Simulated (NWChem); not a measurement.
The numbers come from NWChem runs, not from measurements. System: Cl2 (+1), charge 1, spin multiplicity 2, at a geometry optimised with UPBE/def2-SVP. The structure started from a generated list of species. Its SCF solution wasn't tested for a lower state. Level: G0W0@UPBE/def2-TZVPD, RI basis def2-tzvpd-rifit.

Job file:

```
start mol
memory heap 200 mb stack 700 mb global 1700 mb
charge 1
geometry units angstroms nocenter noautoz
  Cl     0.000000     0.000000     0.979924
  Cl     0.000000     0.000000    -0.979924
  symmetry group D2h
end
basis spherical
  * library def2-tzvpd
end
basis "ri basis" bse spherical
  * library def2-tzvpd-rifit
end
dft
  xc xpbe96 cpbe96
  odft
  mult 2
  iterations 100
  direct
  tolerances tight
end
task dft energy
gw
  states alpha occ 4 vir 2
  states beta occ 4 vir 2
end
task dft gw
```

NWChem printed:

```
             Northwest Computational Chemistry Package (NWChem) 7.3.0
             --------------------------------------------------------

                                NWChem Input Module
                                -------------------

 Scaling coordinates for geometry "geometry" by  1.889725989
 (inverse scale =  0.529177249)

 Turning off AUTOSYM since
 SYMMETRY directive was detected!

                             Geometry "geometry" -> ""
                             -------------------------

 Output coordinates in angstroms (scale by  1.889725989 to convert to a.u.)

  No.       Tag          Charge          X              Y              Z
 ---- ---------------- ---------- -------------- -------------- --------------
    1 Cl                  17.0000     0.00000000     0.00000000     0.97992400
    2 Cl                  17.0000     0.00000000     0.00000000    -0.97992400

 Effective nuclear repulsion energy (a.u.)      78.0326969035

            Nuclear Dipole moment (a.u.)
            ----------------------------
        X                 Y               Z
 ---------------- ---------------- ----------------
     0.0000000000     0.0000000000     0.0000000000

      Symmetry information
      --------------------

 Group name             D2h
 Group number             26
 Group order               8
 No. of unique centers     1

      Symmetry unique atoms

     1


 Summary of "ao basis" -> "" (spherical)
 ------------------------------------------------------------------------------
       Tag                 Description            Shells   Functions and Types
 ---------------- ------------------------------  ------  ---------------------
 *                         def2-tzvpd                 on all atoms

 new library libraries.bse/

 Summary of "ri basis" -> "" (spherical)
 ------------------------------------------------------------------------------
       Tag                 Description            Shells   Functions and Types
 ---------------- ------------------------------  ------  ---------------------
 *                      def2-tzvpd-rifit              on all atoms

  pbe96 is a nonlocal functional; adding pw91lda local functional.

                                 NWChem DFT Module
                                 -----------------

 Summary of "ao basis" -> "ao basis" (spherical)
 ------------------------------------------------------------------------------
       Tag                 Description            Shells   Functions and Types
 ---------------- ------------------------------  ------  ---------------------
 Cl                        def2-tzvpd               16       46   6s6p3d1f

 Summary of "ao basis" -> "ao basis" (spherical)
 ------------------------------------------------------------------------------
       Tag                 Description            Shells   Functions and Types
 ---------------- ------------------------------  ------  ---------------------
 Cl                        def2-tzvpd               16       46   6s6p3d1f

      Symmetry analysis of basis
      --------------------------

        ag         20
        au          4
        b1g         4
        b1u        20
        b2g        11
        b2u        11
        b3g        11
        b3u        11

            General Information
            -------------------
          SCF calculation type: DFT
          Wavefunction type:  spin polarized.
          No. of atoms     :     2
          No. of electrons :    33
           Alpha electrons :    17
[...]
   alpha     21     22     23     24     25     26     27     28     29     30
    beta     24     23     21     22     25     26     27     29     28     31
 overlap   0.967  1.000  1.000  0.999  0.971  0.969  1.000  0.999  1.000  0.986

   alpha     31     32     33     34     35     36     37     38     39     40
    beta     30     32     33     34     36     35     37     38     40     41
 overlap   0.999  0.988  0.998  0.999  0.999  1.000  0.998  1.000  0.998  0.852

   alpha     41     42     43     44     45     46     47     48     49     50
    beta     39     42     43     45     44     48     46     47     50     49
 overlap   1.000  1.000  0.851  0.996  0.999  0.997  0.999  1.000  0.996  1.000

   alpha     51     52     53     54     55     56     57     58     59     60
    beta     51     52     53     54     55     57     58     56     59     61
 overlap   0.996  0.999  1.000  1.000  0.999  1.000  1.000  1.000  0.986  0.977

   alpha     61     62     63     64     65     66     67     68     69     70
    beta     60     63     65     62     64     67     68     66     70     69
 overlap   1.000  1.000  0.998  1.000  0.999  1.000  0.986  0.977  0.998  0.998

   alpha     71     72     73     74     75     76     77     78     79     80
    beta     72     71     74     73     76     75     77     79     78     80
 overlap   0.999  1.000  0.998  1.000  1.000  1.000  0.999  1.000  1.000  0.999

   alpha     81     82     83     84     85     86     87     88     89     90
    beta     81     82     83     84     85     86     87     88     89     90
 overlap   0.998  1.000  1.000  1.000  1.000  1.000  1.000  1.000  1.000  1.000

   alpha     91     92
    beta     91     92
 overlap   1.000  1.000

     --------------------------
     Expectation value of S2:
     --------------------------
      <S2> =      0.7521 (Exact =     0.7500)

 center of mass
 --------------
 x =   0.00000000 y =   0.00000000 z =   0.00000000

 moments of inertia (a.u.)
 ------------------
         239.824642737103           0.000000000000           0.000000000000
           0.000000000000         239.824642737103           0.000000000000
           0.000000000000           0.000000000000           0.000000000000

     Multipole analysis of the density
     ---------------------------------

     L   x y z        total         alpha         beta         nuclear
     -   - - -        -----         -----         ----         -------
     0   0 0 0      1.000000    -17.000000    -16.000000     34.000000

     1   1 0 0     -0.000000     -0.000000     -0.000000      0.000000
     1   0 1 0     -0.000000     -0.000000     -0.000000      0.000000
     1   0 0 1      0.000000      0.000000     -0.000000      0.000000

     2   2 0 0    -15.405887     -8.757785     -6.648102      0.000000
     2   1 1 0     -0.000000     -0.000000     -0.000000      0.000000
     2   1 0 1      0.000000      0.000000      0.000000      0.000000
     2   0 2 0    -16.683033     -8.622666     -8.060367      0.000000
     2   0 1 1      0.000000     -0.000000      0.000000      0.000000
     2   0 0 2     -9.503258    -65.405528    -60.687751    116.590020

 Task  times  cpu:        6.5s     wall:        6.5s

                                NWChem Input Module
                                -------------------

                                 NWChem GW Module
                                 ----------------

                             ***********************
                             ***        GW       ***
                             ***********************

 Summary of "ri basis" -> "ri basis" (spherical)
 ------------------------------------------------------------------------------
       Tag                 Description            Shells   Functions and Types
 ---------------- ------------------------------  ------  ---------------------
 Cl                     def2-tzvpd-rifit            33      129   10s8p7d6f2g

                 Memory Information
                 ------------------
          Available GA per process is          1699.9 MBs
          Available stack per process is        700.0 MBs
          Available heap per process is           0.0 MBs

          Peak memory in Initialization
              Peak GA per process is                  7.3 MBs
              Peak stack per process is               0.1 MBs
              Peak heap per process is                7.5 MBs
              Memory not in MA per process            0.0 MBs

          Peak memory in AFF Calculation
              Peak GA per process is                 58.8 MBs
              Peak stack per process is              47.3 MBs
              Peak heap per process is                0.0 MBs
              Memory not in MA per process           47.3 MBs

          Computing 2-center integrals
          Computing Inverse Cholesky factor
          Computing 3-center integrals
          Computing V_xc ...

          Computing Sigma_x
          Computing RPA polarizability
          Solving quasiparticle equations

                  Alpha Orbitals
          State     Energy (eV)     Error (eV)
          -----------------------------------
@GW        14        -20.165           0.004
@GW        15        -22.245           0.004
@GW        16        -19.632           0.002
@GW        17        -19.104           0.003
@GW        18         -8.249           0.003
@GW        19         -2.931           0.002

                   Beta Orbitals
          State     Energy (eV)     Error (eV)
          -----------------------------------
@GW        13        -23.885           0.003
@GW        14        -21.998           0.002
@GW        15        -21.502           0.002
@GW        16        -18.797           0.002
@GW        17        -11.481           0.003
@GW        18         -7.893           0.004

   Applying  -3.6926 eV scissor-shift to rest of particle states

   Applying   3.9815 eV scissor-shift to rest of hole states

   Applying  -3.6133 eV scissor-shift to rest of particle states

   Applying   3.6049 eV scissor-shift to rest of hole states

     GW Timing Statistics
   ------------------------
   Init.   :          0.1s
     ERIs  :          0.5s
     Distr.:          0.0s
     Vxc   :          0.1s
   Sigma_x :          0.0s
   RPA     :          4.4s
   Wmn     :          0.1s
   Sigma_c :          0.1s
   GW total:          5.2s

 Task  times  cpu:        5.2s     wall:        5.2s

 Total times  cpu:       11.7s     wall:       11.7s
```
